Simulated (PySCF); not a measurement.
Potential energy of LiC along the bond

Set-up: PySCF, no relativity, basis sets Li def2-TZVP, C def2-TZVP. Energies in eV from Li + C in their ground configurations at the same level. State: ⁴Σ⁻ (quartet), unpaired electrons σ ↑, π ↑↑.

All columns are B97-3. A positive dipole means Li(−)C(+).

```
R (Å)  E (eV)  μ (D)  Mulliken charge on Li (basis-dependent)  HOMO (eV)  LUMO (eV)  Mayer bond order  ⟨S²⟩
1.614  -2.183  -5.59                                     0.74      -5.50      -0.76              0.49  3.76
1.689  -2.402  -5.83                                     0.74      -5.37      -0.77              0.50  3.76
1.764  -2.528  -6.08                                     0.73      -5.24      -0.81              0.51  3.76
1.821  -2.574  -6.27                                     0.73      -5.15      -0.84              0.52  3.76
1.877  -2.589  -6.46                                     0.72      -5.07      -0.88              0.52  3.76
1.933  -2.578  -6.66                                     0.72      -4.99      -0.91              0.53  3.76
2.008  -2.533  -6.92                                     0.71      -4.89      -0.97              0.54  3.76
2.102  -2.440  -7.24                                     0.70      -4.77      -1.04              0.55  3.76
2.215  -2.295  -7.62                                     0.69      -4.65      -1.15              0.56  3.76
2.365  -2.071  -8.10                                     0.68      -4.51      -1.32              0.57  3.76
```

A fit through these points gives, at Re = 1.879 Å, μ = -6.47 D and dμ/dR = -3.44 D/Å; the reduced mass is 4.427 u.

Q: How strong is the fundamental in the double-harmonic approximation, I = 42.26·(dμ/dR)²/μred km/mol?

A: I = 42.26·(-3.44)²/4.427 = 113 km/mol at B97-3.

The state is the lowest determinant that a PBE0 search found; another state may lie lower at other levels.
